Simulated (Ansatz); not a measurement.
The first iterations of a band of H$_{6}$N$_{3}$P (10 atoms, charge 0, multiplicity 1).

The calculation used RKS B3LYP-D4/def2-SVP in Ansatz.

```json
{
  "movable images": "5",
  "climbing image": "yes",
  "spring": "5.0 eV/Å²",
  "optimiser": "quadratic models (default)",
  "start path": "IDPP",
  "force threshold": "0.05 eV/Å",
  "iteration limit": "60",
  "end points": "relaxed"
}
```

Image 0:

```xyz
10
Properties=species:S:1:pos:R:3
N -1.058 -0.113 -1.124
P 0.573 -0.091 -0.585
N 0.282 -1.264 0.679
N 0.851 1.190 0.524
H -1.251 0.386 -1.988
H -1.799 0.005 -0.432
H 1.118 -1.404 1.246
H 0.003 -2.163 0.286
H 0.168 1.343 1.268
H 1.196 2.060 0.129
```

Image 6:

```xyz
10
Properties=species:S:1:pos:R:3
N -0.949 -0.244 -1.262
P 0.598 -0.073 -0.540
N 0.211 -1.178 0.770
N 0.578 1.367 0.388
H -1.044 0.232 -2.156
H -1.752 -0.050 -0.661
H 1.013 -1.318 1.386
H -0.065 -2.090 0.404
H 1.425 1.925 0.403
H 0.068 1.378 1.271
```

| iteration | highest image above the first end (eV) | largest band force component (eV/Å) |
| --- | --- | --- |
| 1 | 0.594 | 1.923 |
| 2 | 0.451 | 1.181 |

Q: Does the band converge within its limit, and where does its top end?

A: It converged. It ended after 7 iterations with the highest image 0.368 eV above the first end. A vibrational analysis at the climbing image gives one clearly imaginary mode, 379i cm⁻¹: a first-order saddle point.

Run time: 2.1 min on 1 thread of Arm Neoverse V1 (shared host), peak memory 0.18 GiB.
